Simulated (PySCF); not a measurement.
Orbital energies, ionisation energy and electron affinity

Species: HPO.
Numbering: `[O:1]=[PH:2]` (hydrogens: H3 on P2)

Level: wB97X-D/def2-SVPD (PySCF). Frontier orbitals with their largest atomic shares (Löwdin; up to four atoms above 4 %):

```tsv
orbital	ε (eV)	main atoms
HOMO−3	-14.13	O1 60 %, P2 27 %, H3 13 %
HOMO−2	-12.84	O1 71 %, P2 28 %
HOMO−1	-12.80	O1 64 %, P2 34 %
HOMO	-9.54	?
LUMO	-1.55	P2 62 %, O1 31 %, H3 8 %
LUMO+1	2.08	P2 62 %, O1 22 %, H3 17 %
LUMO+2	2.63	P2 57 %, H3 34 %, O1 9 %
```

Task: What vertical ionisation energy does ΔSCF give, and how far is −ε(HOMO) from it?

Result: ΔSCF: 10.40 eV (1003 kJ/mol; threshold wavelength 119 nm); ⟨S²⟩ of the doublet left behind is 0.762, against 0.75 for a pure doublet. −ε(HOMO) is 9.54 eV, 0.86 eV below it. For the exact functional −ε(HOMO) would equal the first vertical ionisation energy; wB97X-D (range-separated hybrid) falls short of its own ΔSCF value by 8 %.

Task: On which atoms does the HOMO lie?

Result: P2 (phosphorus bonded to O and H) 43 %, O1 (phosphoryl oxygen) 39 %, H3 (P–H hydrogen) 19 %. The HOMO−1 lies 3.26 eV lower.

Task: And the vertical electron affinity, the fundamental gap, Mulliken's electronegativity and the hardness (with the factor ½)?

Result: EA = 0.93 eV by ΔSCF (−ε(LUMO) = 1.55 eV). IE − EA = 9.47 eV against an orbital gap of 7.99 eV; (IE + EA)/2 = 5.67 eV; (IE − EA)/2 = 4.74 eV. Parr's electrophilicity index (IE + EA)²/[8(IE − EA)] is 1.69 eV.

Task: What kinetic energy would electrons from this vertical process carry with He I light (21.218 eV)?

Result: 21.22 − 10.40 = 10.82 eV.

Task: With α = 27.9 au, estimate the like-pair dispersion coefficient by London's formula C6 = (3/4)α²I.

Result: I = 0.3821 Eh, so C6 ≈ 223 au, a rough estimate.

Task: How many of the 10 lowest singlet excitations (vertical TDDFT, same level) lie below the ionisation energy?

Result: All 10; they run from 2.38 to 9.84 eV.

Isolated species at its PBE0-D3(BJ)/def2-SVP geometry, gas phase.

Note: wB97X-D ran without an empirical dispersion term, which enters the total energy and its gradient alone.
